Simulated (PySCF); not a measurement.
# TDDFT excited states: CH5ClSi

Compound: CH₅ClSi.
InChI=1S/CH5ClSi/c2-1-3/h1H2,3H3

Theory: TDDFT PBE0/def2-SVPD, vertical, gas phase, core orbitals frozen in the response in PySCF. Isolated species at its PBE0-D3(BJ)/def2-SVP geometry, gas phase.

Task: Predict the UV-vis stick spectrum at this level.

Result: 

| state | E (eV) | λ (nm) | f | \|μ\| (D) | symmetry | main configurations (H = HOMO, L = LUMO) |
| --- | --- | --- | --- | --- | --- | --- |
| S1 | 6.67 | 185.9 | 0.024 | 0.97 | A′ | H→L (90%) |
| S2 | 7.06 | 175.5 | 0.0020 | 0.27 | – | H-1→L (88%), H-1→L+1 (9%) |
| S3 | 7.42 | 167.2 | 0.0079 | 0.53 | A′ | H→L+1 (88%) |
| S4 | 7.85 | 157.9 | 0.010 | 0.58 | A″ | H-1→L+1 (86%), H-1→L (9%) |
| S5 | 8.06 | 153.9 | 0.038 | 1.12 | A′ | H→L+2 (87%) |
| S6 | 8.30 | 149.4 | 0.0008 | 0.16 | – | H→L+3 (91%) |
| S7 | 8.47 | 146.4 | 0.011 | 0.59 | A″ | H-2→L (87%) |
| S8 | 8.47 | 146.3 | 0.011 | 0.59 | A′ | H-3→L (90%) |
| S9 | 8.54 | 145.2 | 0.0022 | 0.26 | A″ | H-1→L+2 (90%) |
| S10 | 8.54 | 145.2 | 0.065 | 1.42 | A′ | H→L+4 (86%) |

Triplets, Tamm–Dancoff:

```json
{"state": "T1", "E (eV)": "5.96", "λ (nm)": "208.0", "main configurations (H = HOMO, L = LUMO)": "H→L (81%), H→L+1 (14%)"}
{"state": "T2", "E (eV)": "6.38", "λ (nm)": "194.5", "main configurations (H = HOMO, L = LUMO)": "H-1→L (79%), H-1→L+1 (15%)"}
{"state": "T3", "E (eV)": "7.13", "λ (nm)": "173.9", "main configurations (H = HOMO, L = LUMO)": "H→L+1 (75%), H→L (14%), H→L+2 (8%)"}
{"state": "T4", "E (eV)": "7.68", "λ (nm)": "161.5", "main configurations (H = HOMO, L = LUMO)": "H-1→L+1 (76%), H-1→L (14%)"}
```

The lowest singlet lies at 6.67 eV (186 nm, vacuum ultraviolet) and is weak; its leading configuration is HOMO→LUMO (90%). The most intense listed level is S10 at 8.54 eV (145 nm, f = 0.065), 1.87 eV above S1. It is the last of those listed, so stronger ones may follow. S7/S8 and S9/S10 lie within about 0.01 eV of each other in each set. Löwdin shares by element: HOMO chlorine 62%, carbon 19%, silicon 11%; LUMO chlorine 33%, silicon 21%, carbon 19%, hydrogen 8% or more (atoms not listed hold the other 19%). The oscillator strengths of these states sum to 0.172; summed over the whole spectrum of an exact calculation they would give the number of electrons, 42 (Thomas–Reiche–Kuhn). Orbital energies (eV): HOMO-3 -9.86, HOMO-2 -9.81, HOMO-1 -8.68, HOMO -8.24, LUMO -0.08, LUMO+1 0.51, LUMO+2 0.82. Weighted by f, the mean energy of these states is 8.06 eV. All these states lie below the vertical ionisation energy of 10.54 eV (ΔSCF). Symmetry labels in Cs follow from the direction of the transition dipole and are given only for states with f of 0.002 or more. The window holds the lowest 10 singlets.
